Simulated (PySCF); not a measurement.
## 33S chemical shifts

Rapidly exchanging positions averaged, in vacuum, one computed conformer, relativity neglected. Shielding tensors at PBE0/pcSseg-1 (GIAO); coordinates at the GFN2-xTB level; PySCF 2.14.0 with density-fitted response routines.

Shieldings were converted by a linear fit to measured shifts: 33S (scatter 33.3 ppm rms vs sulfate, solution or neat liquid). Occasional misses reach two or three times the rms, and more in compound classes unlike the fitted ones.

(1) Give the 33S shifts of `CS(=O)(=O)[C@@H]1CCS1(=O)=O`, `CSC1=CC=CC[C@@H]1F`, `O=C=S`.

(2) Order these by 33S shift, lowest first.
A. CC#Cc1cnsn1
B. O=C=S
C. C=CCC1=C(F)CCS1

## Answers

(1) 
```csv
compound,environment,δ (ppm)
[CH3:1][S:2](=[O:3])(=[O:4])[C@@H:5]1[CH2:6][CH2:7][S:8]1(=[O:9])=[O:10],S8: sulfone sulfur,-27
[CH3:1][S:2](=[O:3])(=[O:4])[C@@H:5]1[CH2:6][CH2:7][S:8]1(=[O:9])=[O:10],S2: sulfone sulfur,-30
CSC1=CC=CC[C@@H]1F,sulfide sulfur,-288
O=C=S,thione sulfur,-578
```

(2) B (-578 ppm, thione sulfur), C (-292 ppm, sulfide sulfur), A (172 ppm, aromatic ring sulfur).
